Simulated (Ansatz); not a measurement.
## Worked example: correlation energy of Si$_{2}$H$_{2}$ (H-bridged), triplet

Geometry: that of the Si2H2 (H-bridged), singlet, kept fixed.

```xyz
4

Si    0.0000    0.0641    1.0054
Si    0.0000   -0.0046   -1.0948
H     0.0000   -0.3818    2.4302
H     0.0000   -1.2748    0.0623
```

Basis cc-pVTZ; Ansatz 0.2.0. Only valence electrons are correlated (noble-gas cores frozen), which leaves 10 electrons in 86 orbitals. R marks a restricted (for open shells ROHF) determinant, U an unrestricted one.

Full CI isn't at hand for all of this; UCCSDT(Q) serves as the reference, and is uncertain by about the last step of the cluster series.

The cluster runs stand on a determinant 0.13 eV above the lowest UHF solution, chosen by trial CCSD; the correlation energy below is counted from it.

Runs differ by some tens of microhartree through their thresholds and, for an open shell, their frozen cores, so steps under 0.03 kcal/mol mean nothing.

```json
{"level": "UHF determinant under the cluster runs", "total energy (hartree)": "-578.872215"}
{"level": "UMP2", "total energy (hartree)": "-579.071787"}
{"level": "UCCSD", "total energy (hartree)": "-579.109139"}
{"level": "UCCSD(T)", "total energy (hartree)": "-579.121747"}
{"level": "UCCSDT", "total energy (hartree)": "-579.123797"}
{"level": "UCCSDT(Q)", "total energy (hartree)": "-579.124728"}
```

Question: What is the correlation energy at UCCSDT(Q), and what share of it do UMP2 and UCCSDT recover?

Answer: E(corr) = -579.124728 − (-578.872215) = -0.252513 hartree = -6.871 eV. UMP2: -0.199572 / -0.252513 = 79.03 %. UCCSDT: -0.251582 / -0.252513 = 99.63 %.

Question: By how many kcal/mol does UCCSD(T) miss UCCSDT(Q) (1 hartree = 627.509 kcal/mol), and which steps make up the rest?

Answer: -579.121747 − (-579.124728) = 0.002981 hartree = 1.87 kcal/mol. Steps: UCCSDT − UCCSD(T) = -1.29, UCCSDT(Q) − UCCSDT = -0.58 kcal/mol. Differences between like states or geometries often cancel part of this.
